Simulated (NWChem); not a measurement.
System: CH, doublet; SMILES [CH]

NWChem input:

```
start job
memory heap 200 mb stack 700 mb global 900 mb
geometry units angstroms noautosym nocenter noautoz
  C      0.000000     0.000000    -0.161964
  H      0.000000     0.000000     0.957360
end
basis spherical
  * library aug-cc-pvtz-j
end
dft
  odft
  mult 2
  xc xpbe96 cpbe96
  iterations 150
end
property
  hyperfine
end
task dft property
```

NWChem printed, in part:

```
             Northwest Computational Chemistry Package (NWChem) 7.3.0
             --------------------------------------------------------

                             Geometry "geometry" -> ""
                             -------------------------

 Output coordinates in angstroms (scale by  1.889725989 to convert to a.u.)

  No.       Tag          Charge          X              Y              Z
 ---- ---------------- ---------- -------------- -------------- --------------
    1 C                    6.0000     0.00000000     0.00000000    -0.16196400
    2 H                    1.0000     0.00000000     0.00000000     0.95736000

 Effective nuclear repulsion energy (a.u.)       2.8365902044

  pbe96 is a nonlocal functional; adding pw91lda local functional.
                              NWChem Property Module
                              ----------------------

  itol2e modified to match energy
  convergence criterion.

                                 NWChem DFT Module
                                 -----------------

 Summary of "ao basis" -> "ao basis" (spherical)
 ------------------------------------------------------------------------------
       Tag                 Description            Shells   Functions and Types
 ---------------- ------------------------------  ------  ---------------------
 C                       aug-cc-pvtz-j              18       46   9s5p3d1f
 H                       aug-cc-pvtz-j              10       20   6s3p1d

  itol2e modified to match energy
  convergence criterion.

            General Information
            -------------------
          SCF calculation type: DFT
          Wavefunction type:  spin polarized.
          No. of atoms     :     2
          No. of electrons :     7
           Alpha electrons :     4
            Beta electrons :     3
          Charge           :     0
          Spin multiplicity:     2
          Use of symmetry is: off; symmetry adaption is: off
          Maximum number of iterations: 150
          AO basis - number of functions:    66
                     number of shells:    28
          Convergence on energy requested:  1.00D-07
          Convergence on density requested:  1.00D-05
          Convergence on gradient requested:  5.00D-04

              XC Information
              --------------
          PerdewBurkeErnzerhof Exchange Functional  1.000
            Perdew 1991 LDA Correlation Functional  1.000 local
           PerdewBurkeErnz. Correlation Functional  1.000 non-local

             Grid Information
             ----------------
          Grid used for XC integration:  fine
          Radial quadrature: Mura-Knowles
          Angular quadrature: Lebedev.
          Tag              B.-S. Rad. Rad. Pts. Rad. Cut. Ang. Pts.
          ---              ---------- --------- --------- ---------
          C                   0.70       70          12.0       590
          H                   0.35       60          12.0       590
          Grid pruning is: on
          Number of quadrature shells:   130
          Spatial weights used:  Erf1

      Superposition of Atomic Density Guess
      -------------------------------------

 Sum of atomic energies:         -38.17082622

      Non-variational initial energy
      ------------------------------

 Total energy =     -37.998236
 1-e energy   =     -56.364168
 2-e energy   =      15.529342
 HOMO         =      -0.109114
 LUMO         =      -0.109114

   convergence    iter        energy       DeltaE   RMS-Dens  Diis-err
 ---------------- ----- ----------------- --------- --------- ---------
 d= 0,ls=0.0,diis     1    -38.4007907170 -4.12D+01  6.98D-03  1.61D-01
                                                     4.42D-03  1.35D-01
 d= 0,ls=0.0,diis     2    -38.4122871827 -1.15D-02  3.81D-03  3.60D-02
                                                     3.00D-03  2.86D-02
 d= 0,ls=0.0,diis     3    -38.4248677194 -1.26D-02  1.55D-03  1.26D-02
                                                     1.17D-03  8.57D-03
 d= 0,ls=0.0,diis     4    -38.4315101645 -6.64D-03  1.51D-04  1.10D-04
                                                     1.60D-04  9.00D-05
 d= 0,ls=0.0,diis     5    -38.4315792116 -6.90D-05  1.61D-05  1.06D-06
                                                     1.22D-05  1.02D-06
 d= 0,ls=0.0,diis     6    -38.4315799030 -6.91D-07  2.14D-06  1.04D-08
                                                     1.77D-06  8.21D-09
 d= 0,ls=0.0,diis     7    -38.4315799118 -8.77D-09  3.02D-07  1.56D-10
                                                     3.46D-07  4.40D-10

         Total DFT energy =      -38.431579911810
      One electron energy =      -56.641217990664
           Coulomb energy =       20.927551988924
    Exchange-Corr. energy =       -5.554504114513
 Nuclear repulsion energy =        2.836590204443

 Numeric. integr. density =        6.999999966033

                    DFT Final Alpha Molecular Orbital Analysis
                    ------------------------------------------

 Vector    2  Occ=1.000000D+00  E=-5.931869D-01
              MO Center= -1.8D-11, -1.3D-11,  2.7D-01, r^2= 7.6D-01
   Bfn.  Coefficient  Atom+Function         Bfn.  Coefficient  Atom+Function
  ----- ------------  ---------------      ----- ------------  ---------------
     7      0.496740  1 C  s                 47      0.329474  2 H  s
     8      0.263147  1 C  s                 12      0.202859  1 C  pz
     1     -0.197430  1 C  s                  6      0.131232  1 C  s
     5     -0.079819  1 C  s                 50     -0.054443  2 H  s
    21      0.039338  1 C  pz

 Vector    3  Occ=1.000000D+00  E=-2.819054D-01
              MO Center=  9.2D-11,  8.3D-11, -2.1D-01, r^2= 1.2D+00
   Bfn.  Coefficient  Atom+Function         Bfn.  Coefficient  Atom+Function
  ----- ------------  ---------------      ----- ------------  ---------------
    12      0.559669  1 C  pz                47      0.318678  2 H  s
     7     -0.316978  1 C  s                  8     -0.266835  1 C  s
    21      0.199826  1 C  pz                 1      0.107369  1 C  s
    51      0.095423  2 H  s                  6     -0.070350  1 C  s
     5      0.044610  1 C  s                  9     -0.041615  1 C  s

 Vector    4  Occ=1.000000D+00  E=-2.184530D-01
              MO Center=  3.2D-11,  1.3D-11, -1.0D-01, r^2= 1.2D+00
   Bfn.  Coefficient  Atom+Function         Bfn.  Coefficient  Atom+Function
  ----- ------------  ---------------      ----- ------------  ---------------
    11      0.612578  1 C  py                10     -0.426925  1 C  px
    20      0.275136  1 C  py                19     -0.191751  1 C  px
    23      0.040335  1 C  py                22     -0.028110  1 C  px

 Vector    5  Occ=0.000000D+00  E=-1.973819D-01
              MO Center= -2.1D-10, -1.4D-10, -1.0D-01, r^2= 1.2D+00
   Bfn.  Coefficient  Atom+Function         Bfn.  Coefficient  Atom+Function
  ----- ------------  ---------------      ----- ------------  ---------------
    10      0.598318  1 C  px                11      0.416987  1 C  py
    19      0.282156  1 C  px                20      0.196644  1 C  py
    22      0.048412  1 C  px                23      0.033740  1 C  py

 Vector    6  Occ=0.000000D+00  E=-1.545919D-02
              MO Center=  5.1D-10,  4.3D-10,  1.3D+00, r^2= 9.9D+00
   Bfn.  Coefficient  Atom+Function         Bfn.  Coefficient  Atom+Function
  ----- ------------  ---------------      ----- ------------  ---------------
    52      1.523676  2 H  s                 51      0.856366  2 H  s
     9     -0.826226  1 C  s                  8     -0.602385  1 C  s
    21     -0.338797  1 C  pz                24     -0.246145  1 C  pz
     7     -0.172039  1 C  s                 12     -0.158311  1 C  pz
    61     -0.086892  2 H  pz                37     -0.075599  1 C  d  0

 Vector    7  Occ=0.000000D+00  E= 4.151318D-02
              MO Center=  3.4D-12,  1.4D-10, -1.1D-01, r^2= 1.1D+01
   Bfn.  Coefficient  Atom+Function         Bfn.  Coefficient  Atom+Function
  ----- ------------  ---------------      ----- ------------  ---------------
    23      0.968266  1 C  py                22     -0.674826  1 C  px
    11     -0.214037  1 C  py                20     -0.167602  1 C  py
    10      0.149172  1 C  px                60     -0.129810  2 H  py
    19      0.116809  1 C  px                36      0.106531  1 C  d -1
    59      0.090471  2 H  px                38      0.074246  1 C  d  1

                     DFT Final Beta Molecular Orbital Analysis
                     -----------------------------------------

 Vector    1  Occ=1.000000D+00  E=-9.988221D+00
              MO Center=  1.8D-12,  1.8D-12, -1.6D-01, r^2= 2.8D-02
   Bfn.  Coefficient  Atom+Function         Bfn.  Coefficient  Atom+Function
  ----- ------------  ---------------      ----- ------------  ---------------
     1      1.007565  1 C  s

 Vector    2  Occ=1.000000D+00  E=-5.566224D-01
              MO Center= -1.1D-10, -9.6D-11,  3.3D-01, r^2= 7.6D-01
   Bfn.  Coefficient  Atom+Function         Bfn.  Coefficient  Atom+Function
  ----- ------------  ---------------      ----- ------------  ---------------
     7      0.457733  1 C  s                 47      0.358096  2 H  s
     8      0.237900  1 C  s                 12      0.219413  1 C  pz
     1     -0.188089  1 C  s                  6      0.123881  1 C  s
     5     -0.073818  1 C  s                 51      0.047660  2 H  s
    50     -0.042332  2 H  s                 21      0.029588  1 C  pz

 Vector    3  Occ=1.000000D+00  E=-2.642885D-01
              MO Center= -1.5D-10, -1.2D-10, -2.8D-01, r^2= 1.2D+00
   Bfn.  Coefficient  Atom+Function         Bfn.  Coefficient  Atom+Function
  ----- ------------  ---------------      ----- ------------  ---------------
    12      0.547774  1 C  pz                 7     -0.327914  1 C  s
     8     -0.305521  1 C  s                 47      0.302188  2 H  s
    21      0.186253  1 C  pz                51      0.117266  2 H  s
     1      0.114544  1 C  s                  6     -0.072477  1 C  s
     9     -0.062753  1 C  s                  5      0.046192  1 C  s

 Vector    4  Occ=0.000000D+00  E=-1.780563D-01
              MO Center=  6.8D-11,  4.3D-12, -1.0D-01, r^2= 1.3D+00
   Bfn.  Coefficient  Atom+Function         Bfn.  Coefficient  Atom+Function
  ----- ------------  ---------------      ----- ------------  ---------------
    10      0.596249  1 C  px                11      0.415544  1 C  py
    19      0.281018  1 C  px                20      0.195849  1 C  py
    22      0.053460  1 C  px                23      0.037258  1 C  py
    56      0.025479  2 H  px                59      0.025572  2 H  px

 Vector    5  Occ=0.000000D+00  E=-1.238709D-01
              MO Center= -6.9D-11, -7.0D-11, -8.9D-02, r^2= 1.6D+00
   Bfn.  Coefficient  Atom+Function         Bfn.  Coefficient  Atom+Function
  ----- ------------  ---------------      ----- ------------  ---------------
    11      0.569995  1 C  py                10     -0.397247  1 C  px
    20      0.288571  1 C  py                19     -0.201113  1 C  px
    23      0.091551  1 C  py                22     -0.063804  1 C  px
    60      0.048704  2 H  py                59     -0.033944  2 H  px
    57      0.030357  2 H  py

 Vector    6  Occ=0.000000D+00  E=-6.516395D-03
              MO Center=  1.9D-10,  2.2D-10,  1.4D+00, r^2= 1.0D+01
   Bfn.  Coefficient  Atom+Function         Bfn.  Coefficient  Atom+Function
  ----- ------------  ---------------      ----- ------------  ---------------
    52      1.693411  2 H  s                  9     -1.118998  1 C  s
    51      0.999369  2 H  s                  8     -0.597822  1 C  s
    21     -0.397073  1 C  pz                24     -0.323897  1 C  pz
     7     -0.170796  1 C  s                 12     -0.156310  1 C  pz
    37     -0.083001  1 C  d  0              61     -0.074496  2 H  pz

   alpha - beta orbital overlaps
   -----------------------------

   alpha      1      2      3      4      5      6      7      8      9     10
    beta      1      2      3      5      4      6      9      7      8     10
 overlap   1.000  0.998  0.998  0.993  1.000  0.998  0.994  0.999  1.000  0.998

   alpha     11     12     13     14     15     16     17     18     19     20
    beta     11     13     12     14     15     16     18     17     19     22
 overlap   0.991  0.999  1.000  1.000  0.990  0.994  0.993  1.000  0.996  0.993

   alpha     21     22     23     24     25     26     27     28     29     30
    beta     20     21     23     25     24     26     27     28     29     31
 overlap   1.000  0.997  0.997  0.999  1.000  0.957  1.000  0.952  0.996  0.999

   alpha     31     32     33     34     35     36     37     38     39     40
    beta     30     32     35     33     34     36     37     38     41     39
 overlap   1.000  1.000  1.000  1.000  0.999  0.998  1.000  0.996  0.988  0.934

[...]

          ----------------------
          Hyperfine Interactions
          ----------------------

 Total Spin Density (Fermi Contact Term)
 ------------------ --------------------
     Atom            x         y         z       Density (a.u.)      Aiso(MHz)     Aiso(Gauss)
     1  13-C      0.00000   0.00000  -0.30607       0.020903         23.498738       8.384920
     2   1-H      0.00000   0.00000   1.80915      -0.010243        -45.783487     -16.336659

           -------------------------------------------
           Anisotropic Interaction (Spin-Dipolar Term)
           -------------------------------------------

 ------------------------------------------------------------
     Atom            x         y         z
 ------------------------------------------------------------
     1  13-C      0.00000   0.00000  -0.30607

   Spin-Dipolar term (a.u.)
        xx             yy             zz             xy             xz             yz
 ------------------------------------------------------------------------------------------
      -0.018843       0.686972      -0.668129      -0.956478      -0.000000      -0.000000

   Principal Comp. of -hf- tensor (au)            Anisotropic -hfcc- (MHz)               Anisotropic -hfcc- (Gauss)
 --------------------------------------------------------------------------------------------------------------------------
     -0.685442     1.353571    -0.668129     -91.979714   181.636302   -89.656588     -32.820594    64.812240   -31.991646

   Orientation of the principal axis of Hyperfine Tensor w.r.t absolute (molecular) frame
 --------------------------------------------------------------------------------------------------------------------------
      0.820413    -0.571771    -0.000000
      0.571771     0.820413    -0.000000
      0.000000    -0.000000     1.000000

 ------------------------------------------------------------
     Atom            x         y         z
 ------------------------------------------------------------
     2   1-H      0.00000   0.00000   1.80915

   Spin-Dipolar term (a.u.)
        xx             yy             zz             xy             xz             yz
 ------------------------------------------------------------------------------------------
      -0.048519      -0.020151       0.068671      -0.038443      -0.000000      -0.000000

   Principal Comp. of -hf- tensor (au)            Anisotropic -hfcc- (MHz)               Anisotropic -hfcc- (Gauss)
 --------------------------------------------------------------------------------------------------------------------------
     -0.075311     0.006641     0.068671     -40.182575     3.543232    36.639342     -14.338118     1.264311    13.073806

   Orientation of the principal axis of Hyperfine Tensor w.r.t absolute (molecular) frame
 --------------------------------------------------------------------------------------------------------------------------
      0.820413    -0.571771    -0.000000
      0.571771     0.820413    -0.000000
      0.000000     0.000000     1.000000
```

Level: PBE/aug-cc-pVTZ-J, spin-unrestricted, contact and dipolar terms. The state is orbitally degenerate and is run as one real component. Coordinates come from a PBE0/def2-SVP, spin-unrestricted optimisation. No stability test was run on the SCF state.
